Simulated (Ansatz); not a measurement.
```yaml
crystal:
  periodic: [false, false, false]
  atoms:
    - {symbol: Au, position_ang: [0.000000, 0.000000, 0.000000]}
    - {symbol: Cl, position_ang: [0.000000, 0.000000, 2.234576]}
    - {symbol: Cl, position_ang: [0.000000, 0.000000, -2.234576]}
basis:
  gaussian: {orbitals: def2-TZVP}
magnetization: {spin_polarized: true, initial_magnetization: 1}
hamiltonian: {xc: pbe0}
relax: {f_tol: 0.004, max_steps: 80}
```

```sh
$ ansatz run in.yaml --threads 1 --pin off --events-out ev --progress --plain --max-ram 2176MiB
```

Steps of the relaxation (energy above the last step; positions in Å, forces in eV/Å):

```
3
step 1, 17.5 meV
Au    0.000    0.000    0.000    0.000    0.000    0.000
Cl    0.000    0.000    2.235    0.000    0.000   -0.530
Cl    0.000    0.000   -2.235    0.000    0.000    0.530
```

```
3
step 2, 0.0 meV
Au    0.000    0.000    0.000    0.000    0.000    0.000
Cl    0.000    0.000    2.202    0.000    0.000    0.011
Cl    0.000    0.000   -2.202    0.000    0.000   -0.011
```

```
3
step 3, 0.0 meV
Au    0.000    0.000    0.000    0.000    0.000    0.000
Cl    0.000    0.000    2.203    0.000    0.000   -0.001
Cl    0.000    0.000   -2.203    0.000    0.000    0.001
```

Close pairs at the end: Au1–Cl2 2.203 Å, Au1–Cl3 2.203 Å.

A stationary point of unrestricted PBE0 after 3 steps, with ⟨S²⟩ = 0.755 against 0.75 for a pure state; no frequencies were run, so it isn't proven a minimum. 28 s on 1 thread of Intel Xeon Platinum 8259CL, shared host.
